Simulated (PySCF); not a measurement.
hydrogen chloride (ClH), SMILES Cl.

Geometry: B3LYP-D3(BJ)/def2-TZVPD.

Two levels are set side by side: TDA-PBE/def2-TZVPD (PySCF) and EOM-CCSD/aug-cc-pVDZ (PySCF). Vertical, same geometry; the bases differ. Differences are taken from unrounded values.

| quantity | EOM-CCSD |
|---|---|
| lowest singlet excitation (eV) | 7.81 |
| lowest triplet excitation (TDA for PBE) (eV) | 7.34 |

Question: What does TDA-PBE give, and how far is it from EOM-CCSD? (Estimate from the structure and the level; the computed values follow.)

Answer: 
| quantity | TDA-PBE | TDA-PBE minus EOM-CCSD |
|---|---|---|
| lowest singlet excitation (eV) | 7.28 | -0.53 |
| lowest triplet excitation (TDA for PBE) (eV) | 6.70 | -0.64 |

A lower first singlet is the usual sign of a functional without exact exchange. Differences between two approximate levels are no errors against the true value.

Rough cost on one machine, each run with all the roots and properties that it gave: EOM-CCSD against TDA-PBE within a factor of 2.
